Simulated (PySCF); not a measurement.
# PF5 (pentafluorophosphorane): levels of theory compared

Wanted: a comparison of 6 runs (HF/3-21G, B2PLYP/cc-pVDZ, BLYP/cc-pVDZ, PBE/cc-pVDZ, TPSS/cc-pVDZ, SCS-MP2/cc-pVDZ) of PF5 (pentafluorophosphorane). 

The results are computed with PySCF 2.14.0.

3 further runs of the same task are left out: 3 set aside as unsound or not needed.

## (1) Starting point

PF5 has 6 atoms, charge 0, and is taken as a singlet. SMILES: `FP(F)(F)(F)F`. The shape is that of a GFN2-xTB optimisation.

Bond lengths: F1–P2 1.559 Å, P2–F3 1.559 Å, P2–F4 1.589 Å, P2–F5 1.559 Å, P2–F6 1.589 Å. Angles: F1–P2–F3 120.1°, F1–P2–F4 90.0°, F1–P2–F5 119.9°, F1–P2–F6 89.9°, F3–P2–F4 90.0°, F3–P2–F5 120.0°, F3–P2–F6 90.0°, F4–P2–F5 90.0°, F4–P2–F6 179.9°, F5–P2–F6 90.0°.

## (2) A single-point energy at HF/3-21G (run 1)

input.py reads:

```python
# FP(F)(F)(F)F
from pyscf import gto, scf

molecule = gto.M(
    atom='''
F   -0.028740  -1.201520   0.992810
P   -0.000680   0.000150  -0.000180
F   -1.328670   0.538480  -0.615080
F    0.154780  -1.010300  -1.217270
F    1.358380   0.664300  -0.378660
F   -0.155070   1.008900   1.218380
''',
    spin=0,
    max_memory=1860,
    basis='3-21g',
    verbose=3,
)

calc0 = scf.RHF(molecule)
calc0.conv_tol = 1e-10
calc0.kernel()
if not calc0.converged:
    calc0 = calc0.newton().run(calc0.mo_coeff, calc0.mo_occ)

e_final = calc0.e_tot
print('E = %.10f Eh' % e_final)
```

On the command line:

```console
$ OMP_NUM_THREADS=1 python input.py
```

Log:

```text
converged SCF energy = -833.580088733044
E = -833.5800887330 Eh
```

Run time: 1.6 s. Hardware: 1 thread of Intel Xeon at 2.70GHz, shared host; peak memory 0.11 GiB.

## (3) A single-point energy at B2PLYP/cc-pVDZ (run 2)

geometry.xyz reads:

```xyz
6
F5P
F     -0.028740    -1.201520     0.992810
P     -0.000680     0.000150    -0.000180
F     -1.328670     0.538480    -0.615080
F      0.154780    -1.010300    -1.217270
F      1.358380     0.664300    -0.378660
F     -0.155070     1.008900     1.218380
```

job.py reads:

```python
# FP(F)(F)(F)F
from pyscf import gto, dft, mp

system = gto.M(
    atom='geometry.xyz',
    spin=0,
    basis='cc-pvdz',
    verbose=4,
    max_memory=1860,
)

mf = dft.RKS(system)
mf.xc = '0.53*HF + 0.47*B88, 0.73*LYP'
mf.grids.level = 5
mf.conv_tol = 1e-10
mf.kernel()
if not mf.converged:
    mf = mf.newton().run(mf.mo_coeff, mf.mo_occ)

pt = mp.MP2(mf, frozen=10).run()
e_final = mf.e_tot + 0.27 * pt.e_corr
print('PT2 part  %.8f' % (0.27 * pt.e_corr))
print('Final energy', e_final)
```

On the command line:

```console
$ OMP_NUM_THREADS=1 python job.py
```

Log:

```text
PySCF version 2.14.0

[... 74 lines left out ...]
converged SCF energy = -839.863039607739
[... 1 line left out ...]
******** <class 'pyscf.mp.mp2.RMP2'> ********
nocc = 20, nmo = 78
frozen orbitals 10
E(RMP2) = -841.123176541783  E_corr = -1.26013693404366
E(SCS-RMP2) = -841.069706010628  E_corr = -1.20666640288905
E_corr(same-spin) = -0.352497597650011
E_corr(oppo-spin) = -0.907639336393645
PT2 part  -0.34023697
Final energy -840.2032765799306
```

Wall time 23 s (1 thread of Intel Xeon at 2.70GHz, shared host); peak memory 0.46 GiB.

Runs 3 to 5 aren't shown in full; the table further down has their settings and results.

## (4) A single-point energy at SCS-MP2/cc-pVDZ (run 6)

run.py reads:

```python
from pyscf import gto, mp

mol = gto.M(
    atom='''
F   -0.028740  -1.201520   0.992810
P   -0.000680   0.000150  -0.000180
F   -1.328670   0.538480  -0.615080
F    0.154780  -1.010300  -1.217270
F    1.358380   0.664300  -0.378660
F   -0.155070   1.008900   1.218380
''',
    max_memory=1860,
    spin=0,
    charge=0,
    basis='cc-pvdz',
    verbose=3,
)

mf = mol.RHF()
mf.conv_tol = 1e-10
mf.kernel()
if not mf.converged:
    mf = mf.newton().run(mf.mo_coeff, mf.mo_occ)

pt = mp.MP2(mf, frozen=10).run()
e_final = mf.e_tot + 1.2 * pt.e_corr_os + pt.e_corr_ss / 3
print(f'total energy: {e_final:.8f} hartree')
```

On the command line:

```console
$ OMP_NUM_THREADS=1 python run.py
```

Log:

```text
converged SCF energy = -838.049575288947
E(RMP2) = -839.108211929993  E_corr = -1.058636641046
E(SCS-RMP2) = -839.064526380568  E_corr = -1.01495109162025
total energy: -839.06452638 hartree
```

It took 3.3 s on 1 thread of Intel Xeon at 2.70GHz, shared host; peak memory 0.22 GiB.

## (5) Overview of the runs

```tsv
run	level	frozen core orbitals	integration grid	energy (Eh)	dipole moment (D) of the reference	HOMO energy (eV)	LUMO energy (eV)	wall time
1	HF/3-21G	–	–	-833.580089	0.01	-17.92	4.72	1.6 s
2	B2PLYP/cc-pVDZ	10	5	-840.203277	0.01	-14.12	2.17	23 s
3	BLYP/cc-pVDZ	–	5	-840.632483	0.01	-9.25	-0.60	25 s
4	PBE/cc-pVDZ	–	5	-840.060928	0.01	-9.39	-0.71	23 s
5	TPSS/cc-pVDZ	–	5	-840.742119	0.01	-9.60	-0.55	37 s
6	SCS-MP2/cc-pVDZ	10	–	-839.064526	0.01	-18.00	5.27	3.3 s
```

## (6) What came out

```
                                           quantity          value
                                run 6: total energy  -839.06453 Eh
        run 6: dipole moment (Hartree–Fock density)         0.01 D
         run 6: HOMO energy (Hartree–Fock orbitals)      -18.00 eV
         run 6: LUMO energy (Hartree–Fock orbitals)        5.27 eV
       run 6: HOMO–LUMO gap (Hartree–Fock orbitals)       23.27 eV
run 6: correlation energy (10 core orbitals frozen)    -1015.0 mEh
```

In words: Over runs 1, 2, 3, 4, 5 the HOMO–LUMO gap runs from 8.65 eV (BLYP/cc-pVDZ) to 22.65 eV (HF/3-21G). The two ends differ in method and basis. Totals of different functionals can't be ranked against each other. All runs together took 1.9 min, the longest 37 s.
